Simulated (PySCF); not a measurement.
# Identify the compound

Molecular formula: C5H13N. Simulated spectra:

¹H NMR (300 MHz, computed): δ 2.17 (s, 6H), 2.06 (t, 2H), 1.51 (m, 2H), 0.94 (t, 3H).

¹³C{¹H} NMR (computed): δ 66.3 (CH2), 47.8 (CH3, 2C), 26.9 (CH2), 14.9 (CH3).

How the numbers were obtained: σ from GIAO-B97-2/pcSseg-2, structure optimised with PBE0-D3(BJ)/def2-TZVP, in PySCF (averaged over atoms made equivalent by symmetry, fast rotation or ring inversion, no solvent, single conformer, non-relativistic).

Shifts are taken against calculated references (same method and geometry level): TMS for ¹H and ¹³C.

Q: What is the structure?

A: 
1. The formula gives 0 degrees of unsaturation.
2. 4 carbon signals for 5 carbons: some carbons are equivalent by symmetry or fast rotation.
3. Carbon types of the structure: 2 × CH2, 3 × CH3, which accounts for all hydrogens.
4. δC 66.3: sp3 CH2 bonded to N; pulled downfield by the heteroatom.
5. δC 47.8: methyl carbon bonded to N; the inductive effect lowers its shielding.
6. δC 26.9: sp3 CH2; saturated and bonded to C and H only.
7. δC 14.9: methyl carbon; aliphatic region, no heteroatom directly attached.
8. δH 2.17: hydrogen on a methyl carbon bonded to N; its carbon carries N, which withdraws density.
9. δH 1.51: hydrogen on an sp3 CH2.
10. δH 0.94: hydrogen on a methyl carbon; far from electronegative atoms and π systems.

Structure: `CCCN(C)C`.

The shifts were computed for this structure.

Shifts are as computed. Against solution values, carbons near 30 ppm lie about +3 ppm off and those near 130 ppm about +7 ppm. Of 1309 compounds with measured shifts, 239 miss one by over three times the rms of a fit or turn the order of signals round; such compounds aren't used in these exercises. Multiplicities follow the n + 1 count of equivalent neighbours, as no J values were calculated; m marks all less simple cases, F and P coupling included.
